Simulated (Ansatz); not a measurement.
Density of states of Ag (Fm-3m, a = 4.104 Å, b = 4.104 Å, c = 4.104 Å, α = 90.00°, β = 90.00°, γ = 90.00°), in states per eV and primitive cell, averaged over bins of 0.3 eV. Level of theory: DFT r2SCAN, scalar-relativistic, plane waves, PAW in Ansatz.

Plane waves to 500 eV, a k mesh through Γ of 18×18×18 on the computed 1-atom cell and Gaussian smearing (0.10 eV); no spin polarisation.

The cell is relaxed at this level. The states (both spins) are summed by tetrahedra on a 27×27×27 mesh at the self-consistent density. Energies are bin centres; the table starts no lower than −8 eV and ends at 6 eV, or lower where the solved bands end.

It is a metal at this level.

```tsv
E − E_F (eV)	total	Ag 4d	Ag 5s
-7.70	0.03	0.00	0.03
-7.40	0.07	0.00	0.06
-7.10	0.10	0.00	0.09
-6.80	0.18	0.05	0.13
-6.50	1.65	1.34	0.30
-6.20	3.46	3.02	0.43
-5.90	2.73	2.53	0.19
-5.60	2.40	2.29	0.08
-5.30	2.61	2.51	0.08
-5.00	3.64	3.49	0.12
-4.70	3.05	2.90	0.12
-4.40	2.95	2.82	0.10
-4.10	3.21	3.12	0.08
-3.80	2.64	2.56	0.06
-3.50	3.31	3.24	0.06
-3.20	2.41	2.34	0.07
-2.90	0.20	0.12	0.08
-2.60	0.20	0.10	0.09
-2.30	0.20	0.09	0.11
-2.00	0.20	0.07	0.12
-1.70	0.21	0.07	0.13
-1.40	0.21	0.06	0.13
-1.10	0.22	0.06	0.14
-0.80	0.23	0.05	0.14
-0.50	0.24	0.05	0.15
-0.20	0.26	0.04	0.15
0.10	0.26	0.04	0.14
0.40	0.26	0.03	0.14
0.70	0.26	0.03	0.13
1.00	0.25	0.03	0.13
1.30	0.25	0.02	0.12
1.60	0.25	0.02	0.11
1.90	0.25	0.02	0.10
2.20	0.24	0.01	0.09
2.50	0.23	0.01	0.08
2.80	0.21	0.01	0.07
3.10	0.19	0.01	0.06
3.40	0.18	0.01	0.05
3.70	0.23	0.01	0.10
4.00	0.32	0.02	0.17
4.30	0.33	0.02	0.17
4.60	0.31	0.01	0.15
4.90	0.29	0.01	0.12
5.20	0.31	0.01	0.10
5.50	0.29	0.01	0.08
5.80	0.28	0.01	0.07
```

The columns after the total are the Löwdin projections on the occupied valence shells of the potentials. The rest of the total lies in shells that are empty in the free atom, which aren't projected, and between the atoms.